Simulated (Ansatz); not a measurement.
System: pyrite RuS2. Method: r²SCAN (Ansatz, a first-principles code, PAW).

Run with plane-wave cutoff 560 eV, 6×6×6 k mesh, Fermi–Dirac smearing 0.01 eV, no spin polarisation, scalar-relativistic PAW data made under PBE.

Equation-of-state points:

```
V (Å³/atom)  E − E_lowest (meV/atom)  P (GPa)
-----------  -----------------------  -------
14.290                         14.74     8.25
14.588                          3.54     3.88
14.886                          0.00     0.00
15.183                          3.26    -3.45
15.481                         12.57    -6.51
```

### Question
What bulk modulus B0 and pressure derivative B′ does a third-order Birch–Murnaghan fit give?

### Answer
V0 = 14.886 Å³/atom, B0 = 183 GPa, B′ = 4.9 (fit to the energies at full precision).

Shape and atoms are relaxed at each volume.

Measured, for comparison: equilibrium volume per atom 14.71 Å³/atom (temperature not stated, not corrected to a static lattice; as tabulated in Wikipedia's data pages). Computed (rounded) less measured: equilibrium volume per atom +1.2 %.

Note: the bulk modulus comes from volumes at which shape and atoms were relaxed.

The computed numbers hold no vibrational or temperature effects.
